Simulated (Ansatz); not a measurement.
**How methods differ on SiH2SF (SMILES F[SiH2][S])**

The species is SiH2SF (5 atoms), meant as a doublet with charge 0. SMILES: `F[SiH2][S]`. Geometry: relaxed at PBE0-D4/def2-TZVP.

```xyz
5

F    -0.3243   -0.0233    1.5854
Si    0.0860   -0.0810    0.0445
S    -1.1480    1.0613   -1.2110
H    -0.0235   -1.4931   -0.3910
H     1.4597    0.4626   -0.0693
```

Quantity: the energy change with the Si2–H4 bond stretched from 1.482 to 3.705 Å, in eV. The values are calculated.

| level | kind | program | value (eV) | less FCI/STO-3G | CPU time (all runs) |
| --- | --- | --- | --- | --- | --- |
| UHF/STO-3G | Hartree–Fock | Ansatz | 4.17 | +0.31 | 0.94 s |
| U-revPBE/STO-3G | GGA | Ansatz | 3.89 | +0.03 | 8.9 s |
| U-r2SCAN0/STO-3G | hybrid meta-GGA | Ansatz | 4.51 | +0.65 | 35 s |
| UB3LYP/STO-3G | global hybrid | Ansatz | 4.37 | +0.51 | 10 s |
| UBHLYP/STO-3G | global hybrid | Ansatz | 4.68 | +0.82 | 15 s |
| UHSE06/STO-3G | range-separated hybrid | Ansatz | 4.37 | +0.51 | 13 s |
| UBCCD(T)/STO-3G | coupled cluster or CI | Ansatz | 3.89 | +0.03 | 2 s |
| FCI/STO-3G | exact in the basis | Ansatz | 3.86 | 0.00 | 50 s |

FCI/STO-3G is exact within its basis and frozen core, so for wave-function methods in that basis the difference is their error; functionals converge differently with the basis, so for them it is only a difference. The first shape isn't each level's own minimum. The values span 3.86 to 4.68 eV. Spin contamination of the reference (⟨S²⟩ at least 0.1 too high) touches UHF/STO-3G, U-r2SCAN0/STO-3G, UB3LYP/STO-3G, UBHLYP/STO-3G, UHSE06/STO-3G, UBCCD(T)/STO-3G. All rows use very small basis sets, so even the best lies far from the true value. Times are those of the runs behind each value, whatever else they computed, on shared processors of several kinds: orders of magnitude only.
